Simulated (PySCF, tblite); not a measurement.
**C2H4Si, a small molecule taken as a stand-in for a surface group (silyl): NMR shifts, core binding energies and electronic excitations**

Wanted: the NMR shifts, core binding energies and electronic excitations for `C#C[SiH3]`.

Computed with tblite 0.8.0 and PySCF 2.14.0; each step states its level. No surroundings beyond the atoms listed, unless a continuum is named. Atoms count from 0, parts from 1.

### 1 The system as given

7 atoms, charge 0, multiplicity 1; geometry: distance geometry start.

### 2 Relaxing the cluster with GFN2-xTB

The job: settings as JSON, then the geometry in Å.

```
{"job": {"kind": "relax", "xc": "GFN2-xTB", "basis": "xTB"}, "charge": 0, "multiplicity": 1}
Si    -1.048539     0.030929    -0.061404
C      0.749848    -0.046323     0.043362
C      1.953698    -0.087864     0.101795
H     -1.703820    -0.463630     1.166347
H     -1.575540    -0.763038    -1.146561
H     -1.426922     1.472755    -0.257096
H      3.008757    -0.137694     0.176064
```

Method: GFN2-xTB geometry optimisation, gas phase.

Started as:

```bash
> OMP_NUM_THREADS=1 python cluster_run.py task.json out
```

One launch serves the whole session: the jobs run in the order shown.

The log of the run:

```text
step      E/eV     max force
  0    -216.71815    1.785
  1    -216.74334    2.340
  2    -216.75433    1.787
  3    -216.77096    0.163
  4    -216.77198    0.138
  5    -216.77424    0.180
  6    -216.77558    0.206
  7    -216.77700    0.145
  8    -216.77784    0.083
  9    -216.77846    0.094
 10    -216.77880    0.069
 11    -216.77894    0.035
 12    -216.77899    0.033
 13    -216.77904    0.037
 14    -216.77913    0.052
 15    -216.77925    0.052
 16    -216.77936    0.036
 17    -216.77942    0.027
 18    -216.77945    0.025
 19    -216.77950    0.031
 20    -216.77958    0.042
 21    -216.77967    0.039
 22    -216.77973    0.020
 23    -216.77974    0.008
 24    -216.77975    0.010
 25    -216.77976    0.013
 26    -216.77977    0.013
 27    -216.77978    0.010
 28    -216.77978    0.004
```

Run time: 0.52 s. Hardware: 1 thread of Intel Xeon Platinum 8259CL at 2.50GHz, shared host.

Along the way:

```csv
step,energy from step 0 (eV),largest force (eV/Å)
0,0.0000,1.7852
1,-0.0252,2.3397
2,-0.0362,1.7867
3,-0.0528,0.1632
4,-0.0538,0.1375
5,-0.0561,0.1793
6,-0.0574,0.2061
7,-0.0588,0.1452
8,-0.0597,0.0825
9,-0.0603,0.0937
10,-0.0606,0.0691
11,-0.0608,0.0354
12,-0.0608,0.0329
13,-0.0609,0.0367
14,-0.0610,0.0512
15,-0.0611,0.0512
16,-0.0612,0.0363
17,-0.0613,0.0269
18,-0.0613,0.0259
19,-0.0614,0.0311
20,-0.0614,0.0412
21,-0.0615,0.0385
22,-0.0616,0.0201
23,-0.0616,0.0087
24,-0.0616,0.0103
25,-0.0616,0.0125
26,-0.0616,0.0127
27,-0.0616,0.0098
28,-0.0616,0.0041
```

Close pairs (by a distance rule), those that changed most:

```csv
bond,before (Å),after (Å),change (Å)
Si0–C1,1.803,1.848,+0.045
Si0–H5,1.503,1.465,-0.038
Si0–H4,1.444,1.465,+0.021
Si0–H3,1.477,1.465,-0.012
C2–H6,1.059,1.053,-0.006
C1–C2,1.206,1.202,-0.004
```

### 3 Relaxing the molecule at PBE0-D3(BJ)/def2-SVP

The job: settings as JSON, then the geometry in Å.

```
{"job": {"xc": "PBE0", "basis": "def2-SVP", "d3": "d3bj", "grid": 2, "kind": "geom", "shake": 0.01}, "charge": 0, "multiplicity": 1}
Si    -1.067190     0.031643    -0.057027
C      0.749724    -0.044576     0.040625
C      1.933900    -0.105188     0.100923
H     -1.608733    -0.448994     1.192567
H     -1.527352    -0.771291    -1.203269
H     -1.462939     1.464897    -0.265549
H      3.013210    -0.160494     0.168881
```

The log of the run:

```text
step   0  E = -367.66022956  max force = 0.071181
step   1  E = -367.66316948  max force = 0.003312
step   2  E = -367.66323599  max force = 0.000739
step   3  E = -367.66324180  max force = 0.000379
optimisation converged
```

Wall time 9.9 s (1 thread of Intel Xeon Platinum 8259CL at 2.50GHz, shared host); peak memory 0.35 GiB.

The steps of the relaxation:

```csv
step,energy from step 0 (eV),largest force component (eV/Å)
0,0.0000,3.6603
1,-0.0800,0.1703
2,-0.0818,0.0380
3,-0.0820,0.0195
```

Close pairs (by a distance rule), those that changed most:

```
  bond  before (Å)  after (Å)  change (Å)
Si0–H3       1.444      1.492      +0.048
 C1–C2       1.187      1.217      +0.029
Si0–H4       1.473      1.491      +0.018
Si0–C1       1.821      1.834      +0.013
Si0–H5       1.501      1.492      -0.010
 C2–H6       1.083      1.076      -0.007
```

The next job starts from the end point, and lists it.

```csv
at the end point,value
point group (found at 0.08 Å tolerance),C3v
"rotational constants (GHz, main isotopes)","84.535, 4.772, 4.772"
dipole moment (D),0.41
```

### 4 NMR shieldings: PBE0/pcSseg-2

The job: settings as JSON, then the geometry in Å.

```
{"job": {"kind": "nmr", "xc": "PBE0", "basis": "pcSseg-2"}, "charge": 0, "multiplicity": 1}
Si    -1.090134     0.066284    -0.059194
C      0.737452    -0.060107     0.022405
C      1.950526    -0.129888     0.084385
H     -1.681826    -0.436034     1.214805
H     -1.597572    -0.752175    -1.198116
H     -1.480015     1.492183    -0.259366
H      3.023046    -0.196747     0.136699
```

Method: GIAO PBE0/pcSseg-2 NMR shielding, non-relativistic, gas phase.

The log of the run:

```text
coarse grid: 6280 points
cycle   1  E = -367.8198018441  dE =  4.996e-02  |g| = 3.472e-01  |ddm| = 2.047e+00
cycle   2  E = -367.8132613080  dE =  6.541e-03  |g| = 3.629e-01  |ddm| = 7.394e-01
cycle   3  E = -367.8454206932  dE = -3.216e-02  |g| = 1.126e-01  |ddm| = 4.014e-01
cycle   4  E = -367.8482407180  dE = -2.820e-03  |g| = 3.648e-02  |ddm| = 9.255e-02
cycle   5  E = -367.8485995683  dE = -3.589e-04  |g| = 4.071e-03  |ddm| = 3.859e-02
cycle   6  E = -367.8486040682  dE = -4.500e-06  |g| = 3.534e-04  |ddm| = 4.776e-03
final grid: 55832 points
cycle   7  E = -367.8547160057  dE = -2.662e-05  |g| = 3.226e-03  |ddm| = 3.294e-02
cycle   8  E = -367.8547159920  dE =  1.372e-08  |g| = 3.136e-03  |ddm| = 8.802e-03
cycle   9  E = -367.8547188357  dE = -2.844e-06  |g| = 2.460e-04  |ddm| = 4.338e-03
cycle  10  E = -367.8547188353  dE =  3.838e-10  |g| = 2.244e-04  |ddm| = 2.798e-04
cycle  11  E = -367.8547188475  dE = -1.223e-08  |g| = 5.500e-05  |ddm| = 1.704e-04
cycle  12  E = -367.8547188482  dE = -6.668e-10  |g| = 5.764e-06  |ddm| = 4.636e-05
converged SCF energy = -367.8547188482

GIAO shielding tensors (ppm)
atom      isotropic    diamagn.    paramagn.     s11        s22        s33       span
  0 Si     437.427     877.895    -440.467    429.595    429.708    452.978     23.383
  1 C      100.036     255.914    -155.878      5.394      5.397    289.317    283.924
  2 C       76.856     263.647    -186.790     -9.239     -9.206    249.015    258.254
  3 H       27.043      28.611      -1.568     23.989     25.411     31.729      7.740
  4 H       27.056      28.591      -1.536     24.002     25.414     31.751      7.749
  5 H       27.038      28.617      -1.580     23.980     25.413     31.720      7.741
  6 H       29.118      31.567      -2.449     24.370     24.370     38.615     14.244
```

It took 12 s on 1 thread of Intel Xeon Platinum 8259CL at 2.50GHz, shared host; peak memory 0.69 GiB.

The references, computed at this level on geometries of the same kind, shield at (ppm): ¹H TMS 31.25, ¹³C TMS 184.1, ²⁹Si TMS 341.3. Their shielding less the atom's gives the shift. The references are single molecules in the gas phase. Atoms listed in one row are averaged.

```csv
atoms,environment,σ (ppm),δ (ppm)
C2,"carbon bonded to C, H",76.9,107.3
C1,"carbon bonded to C, Si",100.0,84.1
"H3, H4, H5",hydrogen on a silicon bonded to C,27.05,4.20
H6,hydrogen on a carbon bonded to C,29.12,2.13
Si0,"silicon bonded to C, 3 H",437.4,-96.1
```

Charges from the same density, by scheme (e):

```csv
atoms,Mulliken,IAO,Hirshfeld,ESP fit
Si0,0.56,0.64,0.34,0.30
C1,-0.26,-0.34,-0.16,-0.07
C2,0.00,-0.18,-0.08,-0.39
```

Mayer bond orders: Si0–C1 1.07, C1–C2 2.52.

### 5 X-ray photoelectron lines: SCAN, X2C

Same as in step 4 but for these lines:

```diff
@@ -1,2 +1,2 @@
-{"job": {"kind": "nmr", "xc": "PBE0", "basis": "pcSseg-2"}, "charge": 0, "multiplicity": 1}
+{"job": {"kind": "xps", "holes": 5}, "charge": 0, "multiplicity": 1}
 Si    -1.090134     0.066284    -0.059194
```

Level: delta-SCF UKS SCAN, pcX-2 on the ionised atom, pcseg-1 elsewhere, spin-free X2C.

The log of the run:

```text
ground state, core basis on atom 0 (Si), 108 functions
  cycle   1  E = -368.61679094  |g| = 3.67e-01
  cycle   2  E = -368.58763497  |g| = 4.70e-01
  cycle   3  E = -368.64437575  |g| = 1.87e-01
  cycle   4  E = -368.65360490  |g| = 4.06e-02
  cycle   5  E = -368.65410296  |g| = 5.71e-03
  cycle   6  E = -368.65411471  |g| = 8.43e-04
  cycle   7  E = -368.65411467  |g| = 2.30e-04
  E(ground) = -368.64481220 Eh
hole in Si 2p of atom 0
  cycle   1  E = -364.37187840  |g| = 1.23e+00
  cycle   2  E = -364.11546106  |g| = 1.16e+00
  cycle   3  E = -364.37617309  |g| = 7.35e-01
  cycle   4  E = -364.66961767  |g| = 1.97e-01
  cycle   5  E = -364.68592678  |g| = 7.52e-02
  cycle   6  E = -364.68913564  |g| = 1.67e-02
  cycle   7  E = -364.68930725  |g| = 3.55e-03
  cycle   8  E = -364.68931462  |g| = 8.72e-04
  cycle   9  E = -364.68931538  |g| = 3.00e-04
  E(ion) = -364.69145084 Eh   <S^2> = 0.7518   hole on atom = 1.003   binding energy = 107.576 eV
  2p3/2 = 107.352 eV   2p1/2 = 107.975 eV
ground state, core basis on atom 1 (C), 97 functions
  cycle   1  E = -368.56427651  |g| = 6.09e-02
  cycle   2  E = -368.56407064  |g| = 3.86e-02
  cycle   3  E = -368.56356093  |g| = 5.80e-02
  cycle   4  E = -368.56443527  |g| = 8.32e-03
  cycle   5  E = -368.56445887  |g| = 9.92e-04
  cycle   6  E = -368.56445737  |g| = 9.24e-05
  E(ground) = -368.59746260 Eh
hole in C 1s of atom 1
  cycle   1  E = -357.31920216  |g| = 1.50e+00
  cycle   2  E = -356.31034834  |g| = 1.96e+00
  cycle   3  E = -357.52100053  |g| = 8.88e-01
  cycle   4  E = -357.82683569  |g| = 3.23e-01
  cycle   5  E = -357.88573636  |g| = 6.95e-02
  cycle   6  E = -357.88957204  |g| = 1.74e-02
  cycle   7  E = -357.89019140  |g| = 1.00e-02
  cycle   8  E = -357.89053678  |g| = 6.27e-03
  cycle   9  E = -357.89066590  |g| = 3.03e-03
  cycle  10  E = -357.89068302  |g| = 8.46e-04
  cycle  11  E = -357.89068462  |g| = 2.60e-04
  E(ion) = -357.92226448 Eh   <S^2> = 0.8617   hole on atom = 1.000   binding energy = 290.487 eV
ground state, core basis on atom 2 (C), 97 functions
  cycle   1  E = -368.56341443  |g| = 6.32e-02
  cycle   2  E = -368.56154043  |g| = 8.91e-02
  cycle   3  E = -368.56296559  |g| = 5.04e-02
  cycle   4  E = -368.56365527  |g| = 1.74e-03
  cycle   5  E = -368.56365591  |g| = 4.51e-04
  E(ground) = -368.59683802 Eh
hole in C 1s of atom 2
  cycle   1  E = -357.30553155  |g| = 1.50e+00
  cycle   2  E = -355.43947716  |g| = 2.21e+00
  cycle   3  E = -357.75533291  |g| = 4.15e-01
  cycle   4  E = -357.84903663  |g| = 2.01e-01
  cycle   5  E = -357.87287133  |g| = 1.28e-01
  cycle   6  E = -357.88068610  |g| = 2.49e-02
  cycle   7  E = -357.88134078  |g| = 1.01e-02
  cycle   8  E = -357.88165481  |g| = 7.12e-03
  cycle   9  E = -357.88181129  |g| = 3.36e-03
  cycle  10  E = -357.88182408  |g| = 1.05e-03
  cycle  11  E = -357.88182513  |g| = 3.29e-04
  E(ion) = -357.91360703 Eh   <S^2> = 0.8590   hole on atom = 1.000   binding energy = 290.706 eV
```

It took 14 s on 1 thread of Intel Xeon Platinum 8259CL at 2.50GHz, shared host; peak memory 0.44 GiB.

Binding energies by hole, beside the orbital energy of the ground state; the difference holds orbital relaxation and, for a density functional, its self-interaction error:

```
       hole  stands for               environment  ΔSCF (eV; 2p as the shell's mean)  −ε (eV)   ⟨S²⟩
Si2p on Si0         Si0  silicon bonded to C, 3 H                             107.56     96.6  0.752
  C1s on C1          C1    carbon bonded to C, Si                  290.49 (doubtful)    273.6  0.862
  C1s on C2          C2     carbon bonded to C, H                  290.71 (doubtful)    274.0  0.859
```

Doubtful: the ion did not converge, its hole moved, or its ⟨S²⟩ is well above 0.75.

With the spin-orbit splitting: Si0 2p3/2 107.35, 2p1/2 107.98 eV. The table gives each 2p level as the mean over the whole 2p shell (two parts 2p3/2, one part 2p1/2), which differs a little from the single hole in the log.

### 6 Ultraviolet spectrum: CAM-B3LYP/def2-SVPD

Same as in step 5 but for these lines:

```diff
@@ -1,2 +1,2 @@
-{"job": {"kind": "xps", "holes": 5}, "charge": 0, "multiplicity": 1}
+{"job": {"kind": "uv", "xc": "CAM-B3LYP", "basis": "def2-SVPD", "nstates": 6, "ntriplets": 2, "ip": true}, "charge": 0, "multiplicity": 1}
 Si    -1.090134     0.066284    -0.059194
```

With the program's defaults for keys left out, this is: TDDFT CAM-B3LYP/def2-SVPD, vertical, gas phase, core orbitals frozen in the response.

The log of the run:

```text
coarse grid: 6280 points
cycle   1  E = -367.7693171363  dE =  3.043e-02  |g| = 2.715e-01  |ddm| = 6.082e+00
cycle   2  E = -367.7801329995  dE = -1.082e-02  |g| = 2.027e-01  |ddm| = 1.400e+00
cycle   3  E = -367.7904267868  dE = -1.029e-02  |g| = 6.550e-02  |ddm| = 3.140e-01
cycle   4  E = -367.7913275407  dE = -9.008e-04  |g| = 2.850e-02  |ddm| = 1.488e-01
cycle   5  E = -367.7915424504  dE = -2.149e-04  |g| = 2.437e-03  |ddm| = 6.230e-02
cycle   6  E = -367.7915444978  dE = -2.047e-06  |g| = 3.153e-04  |ddm| = 1.501e-02
final grid: 55832 points
cycle   7  E = -367.8463567529  dE = -7.494e-06  |g| = 9.764e-04  |ddm| = 4.559e-02
cycle   8  E = -367.8463569149  dE = -1.620e-07  |g| = 6.932e-04  |ddm| = 5.160e-03
cycle   9  E = -367.8463570536  dE = -1.387e-07  |g| = 1.453e-04  |ddm| = 1.119e-03
cycle  10  E = -367.8463570561  dE = -2.474e-09  |g| = 1.029e-04  |ddm| = 3.202e-04
cycle  11  E = -367.8463570587  dE = -2.675e-09  |g| = 1.214e-05  |ddm| = 1.299e-04
cycle  12  E = -367.8463570588  dE = -4.644e-11  |g| = 1.225e-06  |ddm| = 2.951e-05
converged SCF energy = -367.8463570588

Static polarisability (au): isotropic 50.352, principal 41.445 41.452 68.160

Singlet excitations
state   eV       nm        f      main configurations
  1   5.9665    207.8   0.00000   H->L+1 0.46, H-1->L 0.45
  2   6.2303    199.0   0.00123   H->L 0.34, H-1->L+1 0.34, H-1->L 0.12
  3   6.2312    199.0   0.00103   H-1->L 0.34, H->L+1 0.34, H-1->L+1 0.12
  4   7.8326    158.3   0.00857   H->L+2 0.81, H->L+3 0.15
  5   7.8345    158.3   0.00850   H-1->L+2 0.81, H-1->L+3 0.15
  6   8.4415    146.9   0.00019   H->L+3 0.62, H->L+4 0.19, H->L+2 0.09

Triplet excitations (Tamm-Dancoff, eV): 4.8884 5.3602
Vertical ionisation energy (delta-SCF) = 10.7171 eV
```

It took 10 s on 1 thread of Intel Xeon Platinum 8259CL at 2.50GHz, shared host; peak memory 0.44 GiB.

The orbitals next to the gap, with their largest atomic shares:

| orbital | eV | atoms |
| --- | --- | --- |
| HOMO−3 | -11.66 | Si0 39 %, H5 25 %, H4 18 % |
| HOMO−2 | -11.66 | Si0 39 %, H3 27 %, H4 12 % |
| HOMO−1 | -9.63 | C1 40 %, C2 39 %, Si0 8 % |
| HOMO | -9.63 | C1 40 %, C2 39 %, Si0 8 % |
| LUMO | 0.98 | C2 29 %, C1 28 %, Si0 23 % |
| LUMO+1 | 0.98 | C2 29 %, C1 28 %, Si0 23 % |
| LUMO+2 | 1.17 | Si0 51 %, C2 14 %, C1 12 % |

With each of the 6 states as a Gaussian band of 0.4 eV half-width at 1/e, the curve within the window shown has maxima at 199 nm (ε 91), 158 nm (ε 690) L/(mol cm). Beyond the last state computed it falls off for lack of states. The curve at chosen wavelengths:

```csv
nm,ε (L/mol/cm)
142,8
146,50
149,155
153,429
156,631
160,667
163,512
167,252
170,117
174,33
178,10
181,10
185,22
188,39
192,65
195,82
199,91
203,84
206,70
210,48
213,33
217,18
220,10
224,5
227,2
231,1
```

Ground-state properties from the same run:

| property | computed |
| --- | --- |
| dipole moment (D) | 0.38 |
| polarisability (Å³) | 7.46 |
| HOMO–LUMO gap (eV) | 10.61 |
| −ε(HOMO) (eV) | 9.63 |

### 7 Results

| quantity | value |
| --- | --- |
| point group | C3v |
| rotational constants (main isotopes) | 84.54, 4.77, 4.77 GHz |
| ¹³C shifts against TMS (PBE0/pcSseg-2) | 107.3, 84.1 ppm |
| ¹H shifts against TMS (PBE0/pcSseg-2, means over atoms taken as alike) | 4.20, 2.13 ppm |
| ²⁹Si shifts against TMS (PBE0/pcSseg-2) | -96.1 ppm |
| Si2p binding energies, SCAN/pcX-2 | Si0 107.56 eV |
| lowest singlet (CAM-B3LYP/def2-SVPD) | 5.97 eV (208 nm), f = 0.000 |
| brightest single state of those computed | state 4, 7.83 eV, f = 0.009 |
| lowest triplet | 4.89 eV |
| vertical ionisation energy (ΔSCF) | 10.72 eV |

In words: Relaxing lowered the energy by 0.082 eV in 3 steps; the close pair that moved most is Si0–H3, from 1.444 to 1.492 Å (PBE0/def2-SVP). No frequency check was run at this level, so the end point may be a saddle. At PBE0/pcSseg-2: The widest tensor belongs to C1: span 284 ppm, with a paramagnetic part of -156 ppm. The first singlet state (HOMO→LUMO+1 0.46, HOMO−1→LUMO 0.45) lies at 5.97 eV and is dark; of the 6 states computed, the strongest absorption comes from states 4 to 5 together at 7.83 eV. The lowest triplet lies 1.08 eV below the lowest singlet (triplets in Tamm-Dancoff, singlets in full TDDFT). The orbital energy would give 9.63 eV for ionisation, ΔSCF gives 10.72 eV.
